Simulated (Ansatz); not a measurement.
For 1T (CdI2-type) SnSe₂, r²SCAN-D4 (Ansatz, an electronic-structure program, plane waves, PAW) gives:

| Item | Value |
|---|---|
| lattice parameter a | 3.829 Å |
| lattice parameter c | 6.284 Å |

### Question
What does HSE06-D3(BJ) (Ansatz, PAW) give for the same quantities?

### Answer

- lattice constant a: 3.781 Å (falls by 1.3 %)
- lattice parameter c: 5.967 Å (shrinks by 5.0 %)

For comparison: lattice parameter c 6.14 Å (measured, temperature not stated, not corrected to a static lattice; as tabulated in Gonzalez and Oleynik (2016), arXiv:1609.04381).

Changes are worked out from the printed values.

Unless a cell is named, each level is at its own relaxed cell (r²SCAN-D4 26.59, HSE06-D3(BJ) 24.62 Å³/atom).

Caveats: exact exchange on metals is sensitive to the k mesh and can open a false gap (HSE06-D3(BJ)). Ansatz's density-functional and Hartree–Fock values are scalar-relativistic unless marked +SOC, with PAW data made under PBE.
